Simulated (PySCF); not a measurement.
Gas-phase reaction: SiH4 + SiH2F2 → 2 SiH3F

Computed with PySCF and rigid-rotor harmonic-oscillator thermochemistry at 1 bar. 'Table' is the NASA 1993 thermochemical table (part measured, part estimated). After a fit of one offset per element over all species, the range-separated, M06-2X, PBE0/def2-QZVP and CCSD(T)/def2-TZVPP enthalpies, where run, lie to one side of the table for SiH2F2 (+16 kJ/mol), SiH3F (+16 kJ/mol): a fault of the table's entry, another state or a shared error of the levels is possible; this was not checked at source. † marks an energy on the PBE0/def2-TZVP geometry and frequencies; other levels use their own. 6-31G* has spherical d functions here. All species are closed-shell singlets. For this reaction the table lies outside the span of B3LYP, CCSD(T), M06-2X, MP2, PBE0, r2SCAN, ωB97M-V, ωB97X-V in their largest bases here; which side is off was not settled. The harmonic model lacks anharmonicity and excited electronic states, which grow with temperature; levels with a mode under 35 cm⁻¹ are left out. The table's entry may be an old estimate for SiH2F2, SiH3F (not checked at source).

```
level            ΔH°(298 K), kJ  minus table  ΔG°(1800 K), kJ
---------------  --------------  -----------  ---------------
table                       3.4            -            -12.6
BLYP/def2-TZVP†            26.2         22.8             10.6
HF/6-31G*                  27.2         23.8             11.6
HF/def2-TZVP†              23.9         20.5              8.3
PBE0/def2-SVP†             29.7         26.3             14.1
PBE0/def2-TZVP             28.5         25.1             12.9
```
